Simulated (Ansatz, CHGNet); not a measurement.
For bcc Ta, the machine-learned potential CHGNet-r²SCAN (trained on r²SCAN data) gives:

```
Item                         Result
-------------------------  --------
lattice parameter a         3.321 Å
elastic constant C11        225 GPa
elastic constant C44       13.8 GPa
polycrystal shear modulus  12.6 GPa
```

### Question
What does r²SCAN (Ansatz, a program for electronic structure, PAW) give for the same quantities?

### Answer

- lattice constant a: 3.305 Å (falls by 0.5 %)
- elastic constant C11: 272 GPa (rises by 21 %)
- elastic constant C44: 74.0 GPa (rises by 440 %)
- Voigt–Reuss–Hill shear modulus: 64.7 GPa (increases by 410 %)

For comparison: lattice constant a 3.299 Å (measured, static lattice: zero-point anharmonic expansion removed; as tabulated in Mejia-Rodriguez and Trickey (2018), arXiv:1807.09216); elastic constant C11 266 GPa (measured, 0 K, extrapolated to 0 K; zero-point effects included; as tabulated in Wang et al. (2022), arXiv:2209.12322); elastic constant C44 87.4 GPa (measured, 0 K, extrapolated to 0 K; zero-point effects included; as tabulated in Wang et al. (2022), arXiv:2209.12322).

Changes are worked out from the printed values.

Unless a cell is named, each level is at its own relaxed cell (CHGNet-r²SCAN 18.32, r²SCAN 18.05 Å³/atom).

Levels without +SOC leave out spin–orbit coupling, which shifts energies and cells of such heavy elements.

Caveats: shear constants of such metals converge slowly with the k mesh (r²SCAN). Ansatz's density-functional and Hartree–Fock values are scalar-relativistic unless marked +SOC, with PAW data made under PBE.
